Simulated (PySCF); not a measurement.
Deprotonation sites of thiazole

Parent: thiazole, `c1cscn1` (C3H3NS). Non-hydrogen atoms are numbered in `[cH:1]1[cH:2][s:3][cH:4][n:5]1`. These are map numbers, not IUPAC locants.

Level of theory: PBE0-D3(BJ)/ma-def2-TZVP single points in PySCF, grid level 2; every species was optimised with PBE0-D3(BJ)/ma-def2-SVP. Zero-point and thermal terms (298.15 K, 1 bar) come from unscaled PBE0-D3(BJ)/ma-def2-SVP harmonic frequencies, with soft modes damped to free rotors in the entropy.

```csv
site,product,ΔH(acid) / kJ/mol,ΔG(acid) / kJ/mol,gas share,above best in THF / kJ/mol
C2 (aromatic carbon),[c-]1cncs1,1581,1549,95.5 %,0.0
C4 (aromatic carbon),[c-]1nccs1,1591,1557,4.5 %,4.9
C1 (aromatic carbon),[c-]1cscn1,1641,1608,< 0.1 %,49.9
```

ΔH and ΔG refer to AH → A⁻ + H⁺ in the gas phase. Shares are Boltzmann weights among the listed products; an error of 10 kJ/mol changes a ratio about 56-fold. Sites whose products fell apart, merged with another or lost in a GFN2-xTB screen aren't listed. Values in solvent are IEF-PCM free energies relative to the most favourable product.

C2 (aromatic carbon) comes out 8 kJ/mol ahead of C4 in free energy (11.7 kJ/mol in electronic energy). That lies inside the method's error, so the order is undecided and the shares mean little.

In THF the product from C2 is solvated 199 kJ/mol more strongly than the parent (electrostatics only).

Note: the order of C2 and C4 is undecided: the gaps lie inside the method's error (some 10 kJ/mol, one structure a species).

Hardware: 1 thread of Arm Neoverse V1, shared with other jobs. Command: `OMP_NUM_THREADS=1 python redox_run.py task.json out`. Structures, frequencies and single points: 6.9 min.
